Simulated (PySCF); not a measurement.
Identify the unknown among the candidates.

All candidates are C6H10.

| technique | computed result |
| --- | --- |
| Polarisability | 76.1 au [PBE0/def2-SVPD] |
| Triplet | lowest triplet excitation (Tamm–Dancoff): 3.18 eV [TDA PBE0/def2-SVPD] |
| 13C NMR | chemical shifts (computed TMS as zero) by class: 157.6 (1 C), 145.7 (1 C), 124.5 (1 C), 119.8 (1 C), 30.2 (1 C), 18.5 (1 C) ppm [GIAO PBE0/pcSseg-1] |
| Rotational structure | rotational constants A, B, C: 4.144, 3.347, 2.081 GHz [GFN2-xTB] |
| UV, first state | lowest singlet excitation: 5.72 eV (217 nm, f = 0.515) [TDDFT PBE0/def2-SVPD] |
| Dipole | 0.27 D [PBE0/def2-SVPD] |
| 1H NMR | chemical shifts (computed TMS as zero) by class: 6.59 (1 H), 5.49 (1 H), 5.45 (1 H), 5.39 (1 H), 5.26 (1 H), 2.36 (2 H), 1.17 (3 H) ppm [GIAO PBE0/pcSseg-1] |

The electronic properties come from PySCF, for the isolated species, density fitting. Levels stand in brackets. One conformer (not necessarily the lowest) at the GFN2-xTB geometry, without solvent, vibrations or thermal averaging. NMR values are class means; diastereotopic atoms form classes of their own.

Problem. Which candidate is it?
A. `C=C1[C@@H](C)[C@H]1C`
B. `C=CC(=C)CC`
C. `C=C(C)C(=C)C`

Solution. B. It is `C=CC(=C)CC`. Numbering: `[CH2:1]=[CH:2][C:3](=[CH2:4])[CH2:5][CH3:6]`. Its formula, C6H10, gives 2 degrees of unsaturation: 0 rings and 2 π bonds in the structure found. 6 carbons fall into 6 classes; from least to most shielded: fully substituted alkene carbon [C3] (157.6 ppm), alkene CH carbon [C2] (145.7 ppm), terminal =CH2 carbon [C4] (124.5 ppm), terminal =CH2 carbon [C1] (119.8 ppm), allylic carbon [C5] (30.2 ppm), methyl carbon [C6] (18.5 ppm). Hydrogen classes from least to most shielded: 1 H on an alkene CH carbon, C2 (6.59 ppm), 1 H on a terminal =CH2 carbon, C1 (5.49 ppm), 1 H on a terminal =CH2 carbon, C1 (5.45 ppm), 1 H on a terminal =CH2 carbon, C4 (5.39 ppm), 1 H on a terminal =CH2 carbon, C4 (5.26 ppm), 2 H on an allylic carbon, C5 (2.36 ppm), 3 H on a methyl carbon, C6 (1.17 ppm, a mean of values up to 0.6 ppm apart in this geometry). S1 is mainly HOMO→LUMO (weight 0.96); the largest Löwdin shares of the orbital it empties are 0.27 on a terminal =CH2 carbon, 0.23 on a terminal =CH2 carbon, 0.19 on the fully substituted alkene carbon and 0.16 on the alkene CH carbon, of the orbital it fills 0.24 on each of 2 atoms of one kind (terminal =CH2 carbon), 0.16 on the alkene CH carbon and 0.16 on the fully substituted alkene carbon. The optimised geometry has point group C1 and is an asymmetric top.

The others, at the same levels:
- `C=C1[C@@H](C)[C@H]1C` fails: it has 4 carbon classes against 6; its computed 13C shifts are 152.5 (1 C), 107.5 (1 C), 17.0 (2 C), 14.3 (2 C) ppm, 1H shifts are 5.73 (2 H), 1.47 (2 H), 1.14 (6 H) ppm and smallest rotational constant is 2.317 GHz (against 2.081 GHz).
- `C=C(C)C(=C)C` fails: it has 3 carbon classes against 6; its computed 13C shifts are 150.5 (2 C), 120.0 (2 C), 23.7 (2 C) ppm, 1H shifts are 5.35 (2 H), 5.29 (2 H), 2.05 (6 H) ppm and rotational constant A is 4.960 GHz (against 4.144 GHz).

Each candidate is one conformer, not necessarily the lowest. Dipoles, sizes and rotational constants follow the conformer. The torsions of the flexible species, by atom-mapped SMILES:
- `[CH2:1]=[CH:2][C:3](=[CH2:4])[CH2:5][CH3:6]`: C1–C2–C3–C4 -179°, C2–C3–C5–C6 79°
- `[CH2:1]=[C:2]([CH3:3])[C:4](=[CH2:5])[CH3:6]`: C1–C2–C4–C5 180°
